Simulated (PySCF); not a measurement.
AlH6NSi.
Bonds: Al1–N2, N2–Si3. Hydrogens: H4, H5 on Al1; H6 on N2; H7, H8, H9 on Si3.

Method: PySCF, PBE0-D3(BJ)/def2-SVP geometry optimisation, gas phase; density fitting, grid level 1; the optimiser is geomeTRIC in internal coordinates, started from a GFN2-xTB structure with every atom displaced at random (about 0.01 Å).

Step 0: E = -16048.6855 eV
```
atom  x, y, z in Å  |  force x, y, z in eV/Å
Al1     1.8177   -0.2213    0.1050   -0.896   0.697   0.224
N2      0.0472   -0.1885    0.5237   -0.090   0.120  -0.442
Si3    -1.4428    0.2334   -0.3268    1.848  -0.330   1.166
H4      2.7258    1.0390    0.3404    0.129   0.255   0.127
H5      2.4645   -1.4416   -0.5385    0.374  -0.884  -0.391
H6     -0.1782   -0.4815    1.4671    0.020  -0.109   0.362
H7     -2.2931   -0.9397   -0.3650   -0.794  -0.576  -0.217
H8     -2.0845    1.3258    0.3967   -0.599   0.537   0.159
H9     -0.9988    0.6573   -1.6364    0.008   0.290  -0.987
```

Question: Estimate the geometry and energy of step 1. (The exact step hangs on the optimiser's Hessian estimate; all steps are aligned on step 0, rigid shifts and turns removed.)

Answer: E = -16048.8675 eV, largest force 0.288 eV/Å
```
atom  x, y, z in Å  |  force x, y, z in eV/Å
Al1     1.7652   -0.1978    0.0820    0.120  -0.056  -0.024
N2      0.0509   -0.2235    0.6512   -0.100   0.026  -0.131
Si3    -1.3482    0.2162   -0.2832    0.035  -0.086   0.272
H4      2.6536    1.1052    0.2887   -0.015  -0.008   0.006
H5      2.4089   -1.4709   -0.6376   -0.074   0.076   0.044
H6     -0.1777   -0.5170    1.6001    0.072   0.017  -0.040
H7     -2.3102   -0.9209   -0.4330   -0.042   0.002  -0.079
H8     -2.1049    1.3477    0.3376   -0.052   0.053  -0.043
H9     -0.8797    0.6439   -1.6396    0.056  -0.024  -0.005
```

The energy changes by -0.1819 eV. The first-order estimate −F·Δx gives -0.3577 eV and the mean of the old and new forces, exact on a quadratic surface, -0.1795 eV. The step makes an angle of 70° with the force vector and moves no atom by more than 0.138 Å.

What follows is the cost of the whole optimisation. Time: 31 s; peak memory 0.34 GiB. Hardware: one thread of an Arm Neoverse V1, shared host with 64 logical CPUs at a one-minute load of 28.
